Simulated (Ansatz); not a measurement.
**Si₂H₃ (quartet): wave-function methods side by side, cc-pVDZ**

How much of the correlation energy of Si₂H₃ (quartet) does each wave-function method recover here?

Program: Ansatz 0.2.0, Gaussian basis. Level of theory: cc-pVDZ, core rule «outside noble gas», up to 10 orbitals frozen. These are calculated values, not measurements.

Plan: UHF; CCSD(T) on ROHF; CCSD(T) on UHF; BCCD(T) on ROHF; CISD; CCSDT(Q) on ROHF; CCSDT(Q) on UHF; CASSCF and MRCISD+Q, 11 electrons in 11 orbitals; CASSCF and NEVPT2, 11 electrons in 11 orbitals.

17 further runs of the same task are left out: 1 for a known fault of the program, 7 that didn't finish, 9 set aside as unsound or not needed.

### 1 The geometry

The geometry is a PBE0/def2-TZVP stationary point (not a proven minimum) of the parent state, kept for this charge and spin.

5 atoms, charge 0, spin multiplicity 4.

Atoms are counted from 1 here; the program's logs count them from 0.

Bond lengths: Si1–Si2 2.282 Å, Si1–H3 1.492 Å, Si1–H4 1.491 Å, Si2–H5 1.528 Å. Angles: Si2–Si1–H3 129.4°, Si2–Si1–H4 123.7°, H3–Si1–H4 106.9°, Si1–Si2–H5 86.8°.

As a file:

```
Si    0.0000    0.0235    1.0897
Si    0.0000   -0.0769   -1.1897
H     0.0000    1.2166    1.9857
H     0.0000   -1.1800    1.9697
H     0.0000    1.4507   -1.1705
```

### 2 UHF

The input, in.yaml:

```yaml
crystal:
  periodic: [false, false, false]
  atoms:
    - {symbol: Si, position_ang: [0.000000, 0.023519, 1.089742]}
    - {symbol: Si, position_ang: [0.000000, -0.076896, -1.189690]}
    - {symbol: H, position_ang: [0.000000, 1.216633, 1.985750]}
    - {symbol: H, position_ang: [0.000000, -1.180037, 1.969732]}
    - {symbol: H, position_ang: [0.000000, 1.450716, -1.170505]}
basis:
  gaussian: {orbitals: cc-pVDZ}
magnetization: {spin_polarized: true, initial_magnetization: 3}
hamiltonian: {xc: hf}
output: {orbitals: {seedname: orbitals}}
```

Launch:

```console
ansatz run in.yaml --threads 1 --pin off --events-out ev --progress --plain --max-ram 2393MiB
```

Further steps of the session: CCSD(T) on ROHF; CCSD(T) on UHF; BCCD(T) on ROHF; CISD; CCSDT(Q) on ROHF; CCSDT(Q) on UHF; CASSCF and MRCISD+Q, 11 electrons in 11 orbitals; CASSCF and NEVPT2, 11 electrons in 11 orbitals.

**Question.** What will the summary of the whole plan be? Wanted: UCCSDT(Q) below the RHF energy; RMP2 from UCCSDT(Q); UMP2 from UCCSDT(Q); RCCSD from UCCSDT(Q); RCCSD(T) from UCCSDT(Q); UCCSD(T) from UCCSDT(Q); RCCSDT(Q) from UCCSDT(Q); NEVPT2 valence from UCCSDT(Q); MRCISD+Q valence from UCCSDT(Q).

**Answer**, as computed:

| quantity | value |
| --- | --- |
| UCCSDT(Q) below the RHF energy | -5.5413 eV |
| RMP2 from UCCSDT(Q) | +1272.9 meV |
| UMP2 from UCCSDT(Q) | +1279.8 meV |
| RCCSD from UCCSDT(Q) | +192.9 meV |
| RCCSD(T) from UCCSDT(Q) | +43.8 meV |
| UCCSD(T) from UCCSDT(Q) | +43.5 meV |
| RCCSDT(Q) from UCCSDT(Q) | +0.7 meV |
| NEVPT2 valence from UCCSDT(Q) | +1117.2 meV |
| MRCISD+Q valence from UCCSDT(Q) | +40.4 meV |
| levels within 1 kcal/mol (43 meV) | RCCSDT, UCCSDT, RCCSDT(Q), MRCISD+Q valence |
| T1 diagnostic | 0.025 |
| effectively unpaired electrons | 3.02 |

In words: RCCSD(T) lands +43.8 meV from the yardstick (0.8 % of the correlation energy). One determinant dominates. Of the multireference levels listed MRCISD+Q valence comes nearest in total energy (+40.4 meV), which doesn't show that its space is the better one. These misses are within one basis, not against nature; the frozen cores of restricted and unrestricted runs differ, which can shift their rows.
